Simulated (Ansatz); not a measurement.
## Ansatz (development build ahead of 0.2.0) run

```yaml
crystal:
  periodic: [false, false, false]
  atoms:
    - { symbol: C, position_ang: [0.03865, -0.92838, -0.0971] }
    - { symbol: O, position_ang: [-0.02184, -0.95914, 1.14278] }
    - { symbol: O, position_ang: [-0.04226, 0.14828, -0.87614] }
    - { symbol: C, position_ang: [-0.0381, 1.37704, -0.16042] }
    - { symbol: H, position_ang: [0.02057, -1.87004, -0.73234] }
    - { symbol: H, position_ang: [0.04632, 2.16837, -0.94919] }
    - { symbol: H, position_ang: [-0.88814, 1.55103, 0.47165] }
    - { symbol: H, position_ang: [0.89527, 1.55478, 0.45911] }
basis:
  gaussian: { orbitals: "6-31G" }
hamiltonian:
  xc: hf
correlation:
  method: mp2
  frozen_orbitals: { C: 1, H: 0, O: 1 }
```

The input is written out in the form of the current development build from the run's settings.

Results

```
Converged                       : yes
Reference energy                : -227.65814 hartree
Correlation energy              : -0.43455 hartree
Total energy                    : -228.09269 hartree
Spin squared of the determinant : 0.000
```
